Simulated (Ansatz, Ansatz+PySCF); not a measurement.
```yaml
atoms:
  - { symbol: C, position_ang: [0.7213, 0.8460, 0.0000] }
  - { symbol: C, position_ang: [-0.7213, 0.8460, 0.0000] }
  - { symbol: C, position_ang: [-0.7213, -0.8460, 0.0000] }
  - { symbol: C, position_ang: [0.7213, -0.8460, 0.0000] }
  - { symbol: H, position_ang: [1.5561, 1.6775, 0.0000] }
  - { symbol: H, position_ang: [-1.5561, 1.6775, 0.0000] }
  - { symbol: H, position_ang: [-1.5561, -1.6775, 0.0000] }
  - { symbol: H, position_ang: [1.5561, -1.6775, 0.0000] }
```

RHF-MP2 on singlet C4H4 was run in several spherical basis sets with Ansatz (development build ahead of 0.2.0). Frozen core: 4 orbitals. Caution for RHF-MP2: an unrestricted determinant lies well below; in another basis set an unrestricted determinant lies well below.

**Question.** Rank the basis sets by the total energy that they give, lowest first, with the distance from the lowest.
A. def2-SVP
B. 6-31G(d)
C. def2-TZVP
D. cc-pVDZ

**Answer.** C (0.00 eV), D (3.50 eV), B (4.86 eV), A (7.16 eV).

Totals follow the description of the cores as much as that of the bonds, so this order isn't one of quality for chemistry.
